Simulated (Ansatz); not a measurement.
Input file for Ansatz (a program for electronic structure): R-BHLYP/def2-TZVPPD on BH3 (SMILES B). Files ending in .json are basis or fitting sets from the Basis Set Exchange.

Ansatz 0.2 input:
```yaml
crystal:
  periodic: [false, false, false]
  atoms:
    - {symbol: B, position_ang: [-0.00555317, 0.00000000, -1.59887976]}
    - {symbol: H, position_ang: [0.58455128, -1.03051800, -1.67949525]}
    - {symbol: H, position_ang: [0.58455128, 1.03051800, -1.67949525]}
    - {symbol: H, position_ang: [-1.18903148, 0.00000000, -1.47677217]}
basis:
  gaussian:
    orbitals: def2-TZVPPD.json
hamiltonian:
  xc: {name: BHLYP}
scf: {lower_state_search: off}
```

The head of its log:

```
WARN ansatz: RAYON_NUM_THREADS=2 ignored (pool sized by the plan → 2); use --threads N
Functional definition: BHLYP
these checks for a lower state are left out or cut short: stability, starts, cluster_reference, orbital_swaps, neighbouring_geometries, increment
integrals: 0.01 GiB planned
384 factors; their error is unknown
mean field: 0.16 GiB planned
mean field evaluation 1: about -723.4744 eV, gradient 1.1e1 eV
mean field evaluation 2: about -723.8095 eV, gradient 4.1e0 eV
```

Question: Predict the final total energy.

Answer: -26.6012 hartree.
